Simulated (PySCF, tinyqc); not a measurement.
Inside a calculation. Method: CID on RHF in the sto-6g basis, frozen core, for LiH, spin multiplicity 1. The lowest restricted solution is unstable here: a spin-polarised one lies 0.0485 hartree lower (PySCF). One step of it, computed by the program tinyqc.

Question. CID: determinants and Hamiltonian. Slater-Condon rules over spin orbitals, with the nuclear repulsion and the energy of the frozen orbital added and E(HF) subtracted on the diagonal. Only determinants linked to the reference directly or through others are kept (one block of an abelian symmetry group), so some states are absent.

one-electron integrals dressed by the frozen orbital, h + 2 (pq|11) - (p1|1q) (hartree), order 2, 3, 4, 5, 6:
$$\begin{pmatrix}
-0.613011 & 0.076135 & 0.000000 & 0.000000 & 0.100797 \\
0.076135 & -0.326912 & 0.000000 & 0.000000 & -0.081817 \\
0.000000 & 0.000000 & -0.273651 & 0.000000 & 0.000000 \\
0.000000 & 0.000000 & 0.000000 & -0.273651 & 0.000000 \\
0.100797 & -0.081817 & 0.000000 & 0.000000 & -0.350664
\end{pmatrix}$$

energy of the frozen orbital, 2 h_11 + (11|11) = -7.61034668 hartree

Two-electron integrals over orbitals (pq|rs), unique and non-zero (hartree); the lowest 1 orbital is frozen and left out:
```
(22|22) 0.419782    (32|22) -0.076135   (32|32) 0.040143    (33|22) 0.214392
(33|32) 0.018950    (33|33) 0.311370    (42|42) 0.020657    (43|42) 0.022403
(43|43) 0.041392    (44|22) 0.223038    (44|32) 0.026720    (44|33) 0.273901
(44|44) 0.313125    (52|52) 0.020657    (53|52) 0.022403    (53|53) 0.041392
(54|54) 0.016875    (55|22) 0.223038    (55|32) 0.026720    (55|33) 0.273901
(55|44) 0.279374    (55|55) 0.313125    (62|22) -0.100797   (62|32) 0.062206
(62|33) 0.010884    (62|44) 0.048228    (62|55) 0.048228    (62|62) 0.131730
(63|22) 0.072011    (63|32) -0.033639   (63|33) -0.036821   (63|44) -0.016186
(63|55) -0.016186   (63|62) -0.048712   (63|63) 0.044822    (64|42) 0.016177
(64|43) 0.009113    (64|64) 0.017576    (65|52) 0.016177    (65|53) 0.009113
(65|65) 0.017576    (66|22) 0.378184    (66|32) -0.049946   (66|33) 0.243357
(66|44) 0.250542    (66|55) 0.250542    (66|62) -0.059079   (66|63) 0.045695
(66|66) 0.366717
```

nuclear repulsion = 0.58386599 hartree

Hartree-Fock energy = -7.83272093 hartree

Give: determinants; H - E(HF) between determinants.

Answer.

Occupation strings over the orbitals (2 doubly, a alpha, b beta, 0 empty; spin orbitals ordered 1a 1b 2a 2b ...): 220000 202000 20a00b 200200 200020 20b00a 200002

H - E(HF) between determinants (hartree), order 220000, 202000, 20a00b, 200200, 200020, 20b00a, 200002:
$$\begin{pmatrix}
0.0000 & 0.0401 & 0.0622 & 0.0207 & 0.0207 & -0.0622 & 0.1317 \\
0.0401 & 0.4638 & -0.1186 & 0.0414 & 0.0414 & 0.1186 & 0.0448 \\
0.0622 & -0.1186 & 0.3720 & 0.0091 & 0.0091 & -0.0448 & -0.0361 \\
0.0207 & 0.0414 & 0.0091 & 0.5721 & 0.0169 & -0.0091 & 0.0176 \\
0.0207 & 0.0414 & 0.0091 & 0.0169 & 0.5721 & -0.0091 & 0.0176 \\
-0.0622 & 0.1186 & -0.0448 & -0.0091 & -0.0091 & 0.3720 & 0.0361 \\
0.1317 & 0.0448 & -0.0361 & 0.0176 & 0.0176 & 0.0361 & 0.4716
\end{pmatrix}$$
